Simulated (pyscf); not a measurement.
Optimised with ωB97X-D3(BJ)/def2-SVP in PySCF.

Q: water (H₂O) + O=Ti(F)–F → HO–Ti(OH)(F)–F
Surface: singlet. Broken: H–O. Formed: O–Ti, H–O. Give ΔE‡ and ΔE from ωB97M-D3(BJ)/def2-TZVP, relative to the separated reactants.

A: ΔE‡ = -69.2 kJ/mol, ΔE = -231.2 kJ/mol. Zero-point energy shifts the barrier by -0.6 kJ/mol. It is an addition across a multiple bond or ene-type step, with an imaginary mode of 1585i cm⁻¹. On the reactant side the descent ends in an adduct with a O–Ti contact, 146.7 kJ/mol under the separated species and 72.0 kJ/mol under the saddle at ωB97X-D3(BJ)/def2-TZVP. At ωB97M-D3(BJ) the saddle lies under the separated reactants, which points to a path from their complex (located at ωB97X-D3(BJ) alone). What is counted as formed (O–Ti) is already present as a longer contact in the reactant adduct; forming that adduct is a step of its own. At the saddle there is also a short H–Ti contact that neither side keeps. One saddle was located; it need not be the lowest between these sides.
